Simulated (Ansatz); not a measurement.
`N=CCF`. Charge 0, multiplicity 1.

```xyz
8

N    -1.211   -1.119    0.183
C    -0.413   -0.244    0.611
C     0.591    0.520   -0.195
F     0.551    0.152   -1.517
H    -1.083   -1.247   -0.824
H    -0.426    0.008    1.676
H     1.601    0.335    0.190
H     0.390    1.595   -0.124
```

Task: What are the harmonic wavenumbers in cm⁻¹ at PBE0-D4/def2-TZVP (Ansatz, finite differences of forces, unscaled)? (An estimate is asked.)

Result: Ansatz gave: 210, 275, 666, 703, 898, 1061, 1132, 1151, 1233, 1262, 1398, 1423, 1474, 1762, 3038, 3083, 3084, 3452.

Task: Is this a minimum?

Result: Yes, all 18 modes are real.

Task: Give the ideal-gas thermochemistry at 298.15 K and 1 bar (rigid rotor, harmonic oscillator; point group Cs, symmetry number 1).

Result: Zero-point energy 163.3 kJ/mol; H(298) − E = 176.9 kJ/mol; entropy 279.7 J/(mol·K), of which translation 160.1, rotation 100.0, vibration 19.6; G(298) − E = 93.5 kJ/mol.

Task: And at 400, 500, 600, 800 and 1000 K?

Result: 
| T (K) | H − E (kJ/mol) | S (J/mol/K) | G − E (kJ/mol) |
| --- | --- | --- | --- |
| 400 | 184.2 | 300.5 | 64.0 |
| 500 | 192.8 | 319.7 | 33.0 |
| 600 | 202.6 | 337.6 | 0.1 |
| 800 | 225.4 | 370.3 | -70.8 |
| 1000 | 251.3 | 399.1 | -147.8 |
